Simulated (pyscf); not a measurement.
H₃C–F + AlH₃ → CH₄ + F–AlH₂ (four-centre exchange; singlet surface; C–F, Al–H broken, C–H, Al–F formed). Optimised with ωB97X-D3(BJ)/def2-SVP in PySCF. Correlated levels are frozen-core, on RHF or UHF. ΔMP2 is the change of the MP2 total energy from the triple- to the quadruple-zeta basis. Energies in kcal/mol from the separated reactants.

```
level                             barrier  reaction energy
--------------------------------  -------  ---------------
ωB97X-D3(BJ)/def2-TZVP               25.1            -68.3
r²SCAN/def2-TZVP                     19.0            -70.4
B3LYP-D3(BJ)/def2-TZVP               21.8            -69.0
M06-2X/def2-TZVP                     26.2            -70.2
MP2/def2-QZVPP                        ___            -74.1
CCSD/def2-TZVPP                      29.9            -69.9
CCSD(T)/def2-TZVPP + ΔMP2(QZVPP)      ___              ___
```

Some entries are withheld; supply them.


- MP2/def2-QZVPP, barrier: 27.8
- CCSD(T)/def2-TZVPP + ΔMP2(QZVPP), barrier: 25.9
- CCSD(T)/def2-TZVPP + ΔMP2(QZVPP), reaction energy: -70.9

On the reactant side the descent ends in an adduct with a Al–F contact, 14.0 kcal/mol under the separated species and 39.1 kcal/mol under the saddle at ωB97X-D3(BJ)/def2-TZVP. On the product side the descent ends in a complex, 4.2 kcal/mol under the separated species and 97.6 kcal/mol under the saddle at ωB97X-D3(BJ)/def2-TZVP. What is counted as formed (Al–F) is already present as a longer contact in the reactant adduct; forming that adduct is a step of its own. One saddle was located; it need not be the lowest between these sides. The CCSD(T) − MP2 part came from Ansatz, without density fitting, on the same reference.
